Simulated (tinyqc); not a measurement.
A ladder of methods, and size consistency: correlation methods against full CI in the sto-3g basis, for HF, spin multiplicity 1. Computed by the program tinyqc with PySCF. 

Geometry (angstrom):

| atom | x | y | z |
|---|---|---|---|
| F | 0.0000 | 0.0000 | 0.0000 |
| H | 0.0000 | 0.0000 | 0.8970 |

RHF energy of one = -98.567874 hartree

All electrons correlated; +Q is the Davidson correction (1 - c0^2) E_corr. The last columns treat two copies 100 angstrom apart as one system. FCI is the lowest singlet.

Correlation energies (hartree):

| method | E_corr of one | share of FCI (%) | E_corr of two at 100 angstrom | two minus twice one (mhartree) |
|---|---|---|---|---|
| MP2 | -0.016488 | 67.6888 | -0.032976 | 0.0000 |
| CISD | -0.024358 | 100.0000 | -0.048066 | 0.6507 |
| CISD+Q | -0.024693 | 101.3734 | -0.049332 | 0.0538 |
| CCSD | -0.024358 | 100.0000 | -0.048716 | 0.0000 |
| CCSD(T) | -0.024358 | 100.0000 | -0.048716 | 0.0000 |
| FCI | -0.024358 | 100.0000 | - | - |

MP2 recovers 68 %, CISD 100.0 % and CCSD 100.0 % of the FCI value (c0^2 = 0.986 in CISD). MP2 and coupled cluster are size consistent, so their last column vanishes; CISD loses 0.65 mhartree, since a double excitation on each copy is a quadruple of the pair, and the Davidson correction leaves +0.05. With two electrons, or one virtual orbital, CISD and CCSD are exact for one copy, so +Q overshoots there.
